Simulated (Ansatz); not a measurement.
# Al2H5S: the cost of one run

The runs use Ansatz 0.2.0; RKS PBE-D4/def2-TZVP.

## (1) Starting geometry

8 atoms, charge 1, spin multiplicity 1.

Atoms are counted from 1 here; the program's logs count them from 0.

Bond lengths: Al1–Al2 2.652 Å, Al1–H4 1.591 Å, Al1–H5 1.586 Å, Al2–S3 2.518 Å, Al2–H6 1.593 Å, S3–H7 1.367 Å, S3–H8 1.368 Å. Angles: Al2–Al1–H4 113.2°, Al2–Al1–H5 116.2°, H4–Al1–H5 130.6°, Al1–Al2–S3 110.9°, Al1–Al2–H6 152.4°, S3–Al2–H6 96.7°, Al2–S3–H7 102.1°, Al2–S3–H8 100.7°, H7–S3–H8 94.7°.

Geometry (Å):

```xyz
8
charge 1, multiplicity 1
Al   -1.0381    1.1994   -1.5438
Al   -0.0380    0.6641    0.8528
S     0.4985   -1.7859    1.0753
H    -0.6149    0.1393   -2.6518
H    -1.9453    2.4960   -1.6504
H     0.3890    1.0815    2.3297
H     1.0513   -2.0702   -0.1427
H     1.6976   -1.7242    1.7308
```

This geometry comes from a loose relaxation at PBE in a small basis, which is not shown.

## (3) Plan of the scan

First coordinate, dihedral Al1–Al2–S3–H7: 12 values from −180 to 150 °, periodic. Second coordinate, dihedral H4–Al1–Al2–S3: 12 values from −180 to 150 °, periodic.

Nothing else is relaxed (all other coordinates rigid). Energies count from the relaxed molecule at the same level. Points are written as (first, second).

(The set-up runs are not shown.)

## (4) Grid point (30°, −60°)

File input.yaml:

```yaml
crystal:
  periodic: [false, false, false]
  atoms:
    - { symbol: Al, position_ang: [-0.989836, 1.238706, -1.586328] }
    - { symbol: Al, position_ang: [0.139107, 0.660793, 0.730268] }
    - { symbol: S, position_ang: [0.704305, -1.739593, 1.094813] }
    - { symbol: H, position_ang: [-0.113482, 0.877991, -2.855952] }
    - { symbol: H, position_ang: [-2.438702, 1.868315, -1.488638] }
    - { symbol: H, position_ang: [0.632207, 1.146128, 2.160649] }
    - { symbol: H, position_ang: [0.948302, -2.168852, -0.171109] }
    - { symbol: H, position_ang: [2.02008, -1.584115, 1.397879] }
total_charge: 1
basis:
  gaussian: { orbitals: def2-TZVP }
hamiltonian:
  xc: pbe
  dispersion: d4
output:
  forces: true
```

Command:

```console
ansatz run input.yaml --threads 1 --pin off --max-ram 2560MiB --backend cpu --events-out ev --progress --plain --runs-dir out
```

Q: Estimate wall time and peak memory on 1 thread of Intel Xeon Platinum 8488C (Sapphire Rapids), shared host.

About 2.3 s, with a peak of 0.18 GiB.
